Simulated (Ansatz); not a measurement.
## Exact exchange and the HOMO–LUMO gap of SiH2Cl2 (dichlorosilane (DCS))

SiH2Cl2: 5 atoms, total charge 0, spin state singlet. As SMILES, `Cl[SiH2]Cl`. Geometry: relaxed at PBE0-D4/def2-TZVP.

The HOMO–LUMO gap y, in eV, basis 6-311+G(d,p); a is the functional's share of exact exchange. Programs: Ansatz 0.2.0.

| functional | program | a | y (eV) |
| --- | --- | --- | --- |
| r2SCAN | Ansatz | 0 | 7.42 |
| revPBE | Ansatz | 0 | 6.67 |
| B3LYP | Ansatz | 0.2 | 8.38 |
| r2SCAN0 | Ansatz | 0.25 | ? |
| PBE0 | Ansatz | 0.25 | 8.83 |
| BHLYP | Ansatz | 0.5 | 10.84 |

Fit y = c + s·a to the known rows and predict r2SCAN0.


1. Means of the 5 rows: a = 0.1900, y = 8.428.
2. Σ(Δa)² = 0.172, Σ(Δa·Δy) = 1.2969, so the slope is 1.2969/0.172 = 7.5401.
3. Intercept: 8.428 − (7.5401) × 0.1900 = 6.995. The largest residual of the fit is 0.42.
4. r2SCAN0: 6.995 + (7.5401) × 0.25 = 8.88 eV.

The run gave 9.35 eV, so the prediction is off by -0.47 eV, about the largest residual. Exact exchange lowers occupied levels and raises empty ones. The rows mix families of semi-local functionals, which the line can't see.
